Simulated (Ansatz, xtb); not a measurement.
## Two isomers of C3H2F−

Structure X is `[C-]#CCF`, a singlet and structure Y is `[CH-]=C=CF`, a singlet. Both are isolated ions in the gas phase, relaxed with PBE0-D3(BJ)/def2-SVPD.

Which of the two would you expect CCSD(T)/def2-SVPD + ΔMP2/def2-TZVPPD electronic energies to favour?

Structure X; the calculation gives E(Y) − E(X) = +0.404 eV.

Level by level:

```csv
level,geometry,E(Y) − E(X) (eV),departure from the last row (eV),"job, with rough time for the two"
GFN2-xTB,GFN2-xTB,−0.314,−0.718,"optimisation, 0.28 s"
HF/STO-3G,GFN2-xTB,+0.737,+0.333,"single point, 0.47 s"
r2SCAN-D4/def2-SVPD,GFN2-xTB,+0.309,−0.096,"single point, 6.6 s"
PBE0-D3(BJ)/def2-SVPD,PBE0-D3(BJ)/def2-SVPD,+0.199,−0.206,"optimisation, 79 s"
HF/def2-SVPD,PBE0-D3(BJ)/def2-SVPD,+0.554,+0.150,part of the CCSD(T) run
MP2/def2-SVPD,PBE0-D3(BJ)/def2-SVPD,+0.529,+0.125,part of the CCSD(T) run
CCSD(T)/def2-SVPD,PBE0-D3(BJ)/def2-SVPD,+0.442,+0.037,single point
CCSD(T)/def2-SVPD + ΔMP2/def2-TZVPPD,PBE0-D3(BJ)/def2-SVPD,+0.404,,"single point, 50 s"
```

As drawn, Y has 2 C=C in place of 1 C≡C, 1 C–C.

GFN2-xTB puts the two in the other order. The largest departure from CCSD(T)/def2-SVPD + ΔMP2/def2-TZVPPD is that of GFN2-xTB, 0.718 eV. The last row adds to CCSD(T) the change of the MP2 difference between the two basis sets, here −0.037 eV.

With harmonic frequencies from PBE0-D3(BJ)/def2-SVPD (ideal gas, rigid rotor, one conformer each, 298.15 K, 1 atm): the zero-point term adds −0.069 eV; ΔH is +0.339 and ΔG +0.340 eV.

The correlated steps freeze 4 core orbitals. Mirror images aren't counted in ΔG. Codes used: Ansatz 0.2.0, xtb 6.7.1; the last row on 1 thread of Intel(R) Xeon(R) Processor @ 2.50GHz (Skylake/Cascade Lake) on a shared host.
